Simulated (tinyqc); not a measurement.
Stretching all distances: RHF, UHF, MP2, CISD and CCSD against full CI in the sto-3g basis, for HF, spin multiplicity 1. Computed by the program tinyqc with PySCF. 

Geometry (angstrom):
```
atom       x       y       z
F     0.0000  0.0000  0.0000
H     0.0000  0.0000  0.7820
```

All coordinates are multiplied by the scale. c0^2 is the weight of the RHF determinant in the lowest singlet FCI state (UHF is spin-contaminated and may lie near states of higher spin) and n(LUMO) the first natural occupation beyond the occupied space.

Full CI energy (hartree) and errors against it (kcal/mol):
```
scale   distance 1-2 (angstrom)      E(FCI)       RHF      UHF      MP2    CISD    CCSD  <S^2> UHF    c0^2  n(LUMO)
1.0000                   0.7820  -98.533862   10.7144  10.7144   3.0930  0.0000  0.0000     0.0000  0.9922   0.0155
1.2300                   0.9619  -98.602231   18.4716  18.4716   6.3095  0.0000  0.0000     0.0000  0.9814   0.0365
1.4700                   1.1495  -98.587424   30.5747  30.5747  11.8997  0.0000  0.0000     0.0000  0.9587   0.0813
1.7000                   1.3294  -98.552165   46.5529  37.6059  19.6926  0.0000  0.0000     0.4205  0.9209   0.1560
1.9300                   1.5093  -98.517749   66.7789  28.9808  29.5380  0.0000  0.0000     0.7230  0.8655   0.2660
2.1600                   1.6891  -98.491175   90.3043  18.2417  40.1904  0.0000  0.0000     0.8671  0.7970   0.4027
2.4000                   1.8768  -98.473218  116.0616   9.9189  49.7359  0.0000  0.0000     0.9387  0.7234   0.5498
2.6300                   2.0567  -98.463447  139.3782   5.1440  55.0064  0.0000  0.0000     0.9710  0.6618   0.6730
```

UHF parts from RHF first at scale 1.7 of those listed, where <S^2> leaves zero. The weight c0^2 goes from 0.99 to 0.66 and n(LUMO) from 0.02 to 0.67: static correlation grows as the bonds break into open-shell fragments. The spread of the error along the curve, which distorts its shape, is CISD 0.0, CCSD 0.0, UHF 32.5, MP2 51.9, RHF 128.7 kcal/mol. With one virtual orbital CISD and CCSD are exact.
